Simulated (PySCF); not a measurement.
Aluminium: a sound run and one with changed settings

Sound run: Al [Ne] 3s2 3p1, Al+ [Ne] 3s2. Computed with PySCF 2.14 in cc-pVTZ-DK, with the spin-free X2C one-electron Hamiltonian (Gaussian nucleus). In the sound run the correlated levels freeze [Ne]. The sound run starts from symmetry-adapted Hartree-Fock orbitals and uses a fine grid where one is needed.

Changed run: the non-relativistic Hamiltonian (point nucleus). This setting is unsound on purpose.

```json
{"species": "Al", "method": "UHF", "sound run (hartree)": "-242.31440", "changed run (hartree)": "-241.78741", "converged": "yes"}
{"species": "Al", "method": "LDA", "sound run (hartree)": "-241.74399", "changed run (hartree)": "-241.21786", "converged": "yes"}
{"species": "Al", "method": "PBE0", "sound run (hartree)": "-242.69189", "changed run (hartree)": "-242.16523", "converged": "yes"}
{"species": "Al", "method": "MP2", "sound run (hartree)": "-242.35024", "changed run (hartree)": "-241.82325", "converged": "yes"}
{"species": "Al", "method": "CCSD(T)", "sound run (hartree)": "-242.36649", "changed run (hartree)": "-241.83955", "converged": "yes"}
{"species": "Al+", "method": "UHF", "sound run (hartree)": "-242.10908", "changed run (hartree)": "-241.58170", "converged": "yes"}
{"species": "Al+", "method": "LDA", "sound run (hartree)": "-241.52293", "changed run (hartree)": "-240.99637", "converged": "yes"}
{"species": "Al+", "method": "PBE0", "sound run (hartree)": "-242.46855", "changed run (hartree)": "-241.94147", "converged": "yes"}
{"species": "Al+", "method": "MP2", "sound run (hartree)": "-242.13677", "changed run (hartree)": "-241.60941", "converged": "yes"}
{"species": "Al+", "method": "CCSD(T)", "sound run (hartree)": "-242.14850", "changed run (hartree)": "-241.62120", "converged": "yes"}
```

Ionisation energy of Al:

```json
{"method": "UHF", "sound run (eV)": "5.587", "changed run (eV)": "5.598"}
{"method": "LDA", "sound run (eV)": "6.015", "changed run (eV)": "6.027"}
{"method": "PBE0", "sound run (eV)": "6.077", "changed run (eV)": "6.089"}
{"method": "MP2", "sound run (eV)": "5.809", "changed run (eV)": "5.819"}
{"method": "SCS-MP2", "sound run (eV)": "5.793", "changed run (eV)": "5.803"}
{"method": "CCSD", "sound run (eV)": "5.901", "changed run (eV)": "5.910"}
{"method": "CCSD(T)", "sound run (eV)": "5.932", "changed run (eV)": "5.942"}
```

Most of the change in total energy is the relativistic energy itself. On top of that the contraction fixes the core shape for the Hamiltonian it was made with, so the changed run is not a good calculation with the other Hamiltonian either.

For comparison, NIST gives 5.986 eV between the lowest levels.
